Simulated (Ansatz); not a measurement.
Molecule: C₂H, net charge 0, doublet state. It need not be the lowest isomer of its formula. 
Coordinates optimised at B3LYP-D3(BJ)/def2-TZVP (Ansatz, a quantum-chemistry and plane-wave program):
```
C
C 1 1.2000
H 1 1.0642 2 180.00
```
Charge 0, spin multiplicity 2.

Quantity: vertical electron affinity (to the singlet state of charge -1; a negative value means that the extra electron is unbound and the number depends on the basis; each state is the SCF solution reached for its spin; the UHF <S^2> is 1.11 for the doublet (pure: 0.75); for the doublet T1 is 0.062), in eV. Valence correlation only, unless marked. UHF or UKS for open shells. Spin-orbit coupling is left out. Non-relativistic. Anions need diffuse functions: def2-D sets add few. Basis-set limits of correlation are two-point, X^-3; Hartree-Fock from the larger set.

```json
[
 {"level": "B3LYP/def2-TZVPD", "program": "Ansatz", "vertical electron affinity (eV)": "2.97"}
]
```

Problem. What does CCSD(T)/CBS(def2-TZVPPD,def2-QZVPPD) (Ansatz) give?

Solution. 2.88 eV
